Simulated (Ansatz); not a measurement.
Fluorite SrCl2, treated with r²SCAN in Ansatz (PAW).

Numerical settings: plane-wave cutoff 560 eV, 8×8×8 k mesh, Fermi–Dirac smearing 0.01 eV, scalar-relativistic PAW data made under PBE.

A third-order Birch–Murnaghan fit to the energies gives V0 = 28.515 Å³/atom, B0 = 37.5 GPa, B′ = 4.5.

```csv
V (Å³/atom),P (GPa)
26.804,2.672
27.374,1.681
27.945,(withheld)
28.515,0.000
29.085,-0.711
29.656,(withheld)
30.226,-1.917
```

Question: Estimate the withheld pressures from this fit; the answers are the runs' own values.

Answer: 
- 27.945, P (GPa): 0.794
- 29.656, P (GPa): -1.347

The formula P = (3/2) B0 (x^(7/3) − x^(5/3)) [1 + (3/4)(B′ − 4)(x^(2/3) − 1)] with x = V0/V meets the computed pressures within 0.01 GPa when these rounded values are put in.

Measured, for comparison: bulk modulus 34.3 GPa (temperature not stated, no zero-point or thermal correction, from elastic constants; as tabulated in Kanchana et al., Calculated structural, elastic and electronic properties of …); equilibrium volume per atom 28.27 Å³/atom (room temperature, no zero-point or thermal correction; as tabulated in Kanchana et al., Calculated structural, elastic and electronic properties of …). Computed (rounded) less measured: bulk modulus +9 % (against room or unstated temperature, where such soft solids are markedly softer), equilibrium volume per atom +0.8 %. A static lattice is as a rule a little smaller and stiffer than an uncorrected measurement, which narrows the difference in the bulk modulus and would widen misses of the other sign.

Computed values are for the static lattice.

It cost around 60 core-seconds (rough) of CPU time.

Ansatz is a quantum-chemistry and plane-wave program.
